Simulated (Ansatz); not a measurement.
# BH6NS: the cost of one run

All numbers below are computed with Ansatz 0.2.0 (RKS PBE/def2-SVP).

## 1. The system as given

Bond lengths: N2–H3 1.060 Å, N2–H4 1.060 Å, B1–H5 1.190 Å, B1–H6 1.190 Å, B1–S7 2.190 Å, S7–H8 1.400 Å, N2–H9 1.150 Å, S7–H9 1.419 Å. Angles: H3–N2–H4 120.0°, H3–N2–H9 101.9°, H4–N2–H9 85.4°, H5–B1–H6 120.0°, H5–B1–S7 105.4°, H6–B1–S7 92.8°, B1–S7–H8 109.5°, B1–S7–H9 67.0°, H8–S7–H9 116.0°, N2–H9–S7 138.5°.

Coordinates:

```xyz
9

B     0.0000    0.0000    0.0000
N     0.0000    0.0000    1.9000
H    -0.8770   -0.2713    2.4300
H     0.8770    0.2713    2.4300
H     1.0305    0.0000   -0.5950
H    -1.0305    0.0000   -0.5950
S    -0.2739    2.0601    0.6906
H    -1.5750    2.4834    0.3940
H    -0.1503    1.1307    1.7562
```

## 2. Pulling towards end A

Springs on the bonds that form and break draw the guess towards this end; the thresholds are loose.

Contents of input.yaml:

```yaml
crystal:
  periodic: [false, false, false]
  atoms:
    - { symbol: B, position_ang: [0.0, 0.0, 0.0] }
    - { symbol: "N", position_ang: [0.0, 0.0, 1.9] }
    - { symbol: H, position_ang: [-0.877, -0.2713, 2.43] }
    - { symbol: H, position_ang: [0.877, 0.2713, 2.43] }
    - { symbol: H, position_ang: [1.0305, 0.0, -0.595] }
    - { symbol: H, position_ang: [-1.0305, 0.0, -0.595] }
    - { symbol: S, position_ang: [-0.2739, 2.0601, 0.6906] }
    - { symbol: H, position_ang: [-1.575, 2.4834, 0.394] }
    - { symbol: H, position_ang: [-0.1503, 1.1307, 1.7562] }
basis:
  gaussian: { orbitals: def2-SVP }
hamiltonian:
  xc: pbe
relax:
  f_tol: 0.15
  max_steps: 25
  restrain:
    - { distance: [0, 6], at: 3.09, k: 30.0 }
    - { distance: [8, 1], at: 2.26, k: 30.0 }
    - { distance: [0, 1], at: 1.55, k: 30.0 }
    - { distance: [8, 6], at: 1.4, k: 30.0 }
```

Started as:

```sh
ansatz run input.yaml --threads 1 --pin off --max-ram 2048MiB --backend cpu --events-out ev --progress --plain --runs-dir out
```

**Question.** How long does this run take on 1 thread of Arm Neoverse V2, shared host, and how much memory does it need?

About 19 s, with a peak of 0.13 GiB.
